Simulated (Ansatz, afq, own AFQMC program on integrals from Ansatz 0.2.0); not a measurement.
**CH$_{6}$ClFGeSi, singlet: AFQMC among the cluster methods**

```xyz
11

C    -0.8062   -1.2675    0.9755
Si    0.5463   -0.5447   -0.0719
F     1.9452   -0.6509    0.7552
Cl    0.7733   -1.7023   -1.7752
Ge    0.2656    1.7165   -0.7454
H    -0.9137   -0.6998    1.9129
H    -0.5723   -2.3142    1.2247
H    -1.7667   -1.2448    0.4388
H     0.1464    2.6370    0.4838
H     1.4662    2.1638   -1.5942
H    -1.0188    1.8499   -1.5835
```

Basis def2-SVP. Only valence electrons are correlated. Ansatz 0.2.0 and our own AFQMC program on the same integrals; the CISD trial comes from CCSD amplitudes, and released means the phaseless constraint is let go. Uncertainties: one standard error, sampling alone. No spin–orbit coupling.

Determinant: RHF, the one that the program's search chose, which needn't be the lowest solution. The geometry is a PBE0/def2-SVP stationary point of this or a neighbouring charge and spin state.

No full CI on the walks' own integrals is used here. The released AFQMC energy serves as the reference, which it does only where one determinant dominates, the energy is flat over the last release times and near the phaseless one (40 meV or 2 meV an electron, half that with transition metals). On small molecules, where full CI could be run and the noise was under 10 meV, such values lay within 10 meV of it in 19 cases of 20, a flattering rate, since the rule was set on those same cases; what remains of the bias isn't in the error bar.

Cautions: no relativity below Rb; no spin-orbit coupling; inner d shell frozen; the released value is read at 0.63 1/Eh with a noise of 16 meV, more than in the cases checked, later times being too noisy (meV from the phaseless value at times in 1/Eh: -6 ± 13 at 0.21, 0 ± 11 at 0.42, -3 ± 16 at 0.63, -10 ± 25 at 0.90).

The T1 diagnostic is 0.0109, the weight of the determinant in the CISD state is 0.778 and the size of the correlated space is 32 electrons in 100 orbitals.

| level | correlation energy (eV) |
| --- | --- |
| MP2 | -17.7937 |
| CCSD | -19.4018 |
| CCSD(T) | -19.8455 |

Task: Estimate where phaseless AFQMC with a CISD trial lies against CCSD(T) on the same integrals.

Result: 7.2 ± 0.9 kJ/mol below CCSD(T).

Reference: AFQMC with the constraint released, correlation energy -19.923 ± 0.016 eV.

| level | E − E(reference) (kJ/mol) | share of correlation (%) |
| --- | --- | --- |
| CCSD(T) | 7.5 ± 1.5 | 99.61 |
| ph-AFQMC/CISD | 0.3 ± 1.8 | 99.98 |

Released energies are given only where the last usable release times agree within the noise; a slower fall can still hide under it.
